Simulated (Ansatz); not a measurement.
# PH2+ (triplet): from Hartree-Fock to the top rungs at angle H2–P1–H3 = 89.0°, cc-pVDZ

How much of the correlation energy of PH2+ (triplet) does each wave-function method recover here?

Method: cc-pVDZ, core rule «outside noble gas», up to 5 orbitals frozen; program: Ansatz 0.2.0, Gaussian basis.

Plan: UHF; CCSD(T) on ROHF; CCSD(T) on UHF; BCCD(T) on ROHF; CISD; CCSDT(Q) on ROHF; CCSDT(Q) on UHF; CASSCF and MRCISD+Q, 4 electrons in 4 orbitals; CASSCF and NEVPT2, 4 electrons in 4 orbitals; CASSCF and MRCISD+Q, 6 electrons in 6 orbitals; CASSCF and NEVPT2, 6 electrons in 6 orbitals; Full CI.

19 further runs of the same task are left out: 10 that didn't finish, 9 set aside as unsound or not needed.

## 1. What is computed

The geometry derives from a PBE0/def2-TZVP stationary point (not a proven minimum). One angle is set to the value named; bond lengths are kept.

3 atoms, charge 1, spin multiplicity 3.

Atoms are counted from 1 here; the program's logs count them from 0.

Bond lengths: P1–H2 1.416 Å, P1–H3 1.416 Å. Angles: H2–P1–H3 89.0°.

Coordinates:

```tsv
atom	x (Å)	y (Å)	z (Å)
P1	0.0000	-0.0617	0.0000
H2	0.0000	0.9483	-0.9925
H3	0.0000	0.9483	0.9925
```

## 2. UHF

in.yaml

```yaml
crystal:
  periodic: [false, false, false]
  atoms:
    - {symbol: P, position_ang: [0.000000, -0.061716, 0.000000]}
    - {symbol: H, position_ang: [0.000000, 0.948262, -0.992503]}
    - {symbol: H, position_ang: [0.000000, 0.948262, 0.992503]}
basis:
  gaussian: {orbitals: cc-pVDZ}
total_charge: 1
magnetization: {spin_polarized: true, initial_magnetization: 2}
hamiltonian: {xc: hf}
output: {orbitals: {seedname: orbitals}}
```

Run with:

```
ansatz run in.yaml --threads 1 --pin off --events-out ev --progress --plain --max-ram 2393MiB
```

The runs that follow: CCSD(T) on ROHF; CCSD(T) on UHF; BCCD(T) on ROHF; CISD; CCSDT(Q) on ROHF; CCSDT(Q) on UHF; CASSCF and MRCISD+Q, 4 electrons in 4 orbitals; CASSCF and NEVPT2, 4 electrons in 4 orbitals; CASSCF and MRCISD+Q, 6 electrons in 6 orbitals; CASSCF and NEVPT2, 6 electrons in 6 orbitals; Full CI.

Q: Predict the results of all the runs planned. Wanted: FCI below the RHF energy; RMP2 from FCI; UMP2 from FCI; RCCSD from FCI; RCCSD(T) from FCI; UCCSD(T) from FCI; RCCSDT(Q) from FCI; UCCSDT(Q) from FCI; NEVPT2 pair from FCI.

The runs gave:

```
                         quantity                                                                                               value
         FCI below the RHF energy                                                                                          -3.0050 eV
                    RMP2 from FCI                                                                                          +716.9 meV
                    UMP2 from FCI                                                                                          +714.4 meV
                   RCCSD from FCI                                                                                           +82.6 meV
                RCCSD(T) from FCI                                                                                           +19.4 meV
                UCCSD(T) from FCI                                                                                           +19.0 meV
               RCCSDT(Q) from FCI                                                                                            +0.2 meV
               UCCSDT(Q) from FCI                                                                                            -0.4 meV
             NEVPT2 pair from FCI                                                                                          +686.2 meV
           MRCISD+Q pair from FCI                                                                                           -11.1 meV
          NEVPT2 valence from FCI                                                                                          +555.2 meV
levels within 1 kcal/mol (43 meV)  RCCSD(T), UCCSD(T), BCCD(T), RCCSDT, UCCSDT, RCCSDT(Q), UCCSDT(Q), MRCISD+Q pair, MRCISD+Q valence
                    T1 diagnostic                                                                                               0.020
   effectively unpaired electrons                                                                                                2.03
```

In words: RCCSD(T) lands +19.4 meV from the yardstick (0.6 % of the correlation energy). MRCISD+Q pair falls below full CI: the +Q correction isn't variational, and the cores differ from full CI's. One determinant dominates. Of the multireference levels listed MRCISD+Q valence comes nearest in total energy (+3.4 meV), which doesn't show that its space is the better one. These misses are within one basis, not against nature; the frozen cores of restricted and unrestricted runs differ, which can shift their rows.
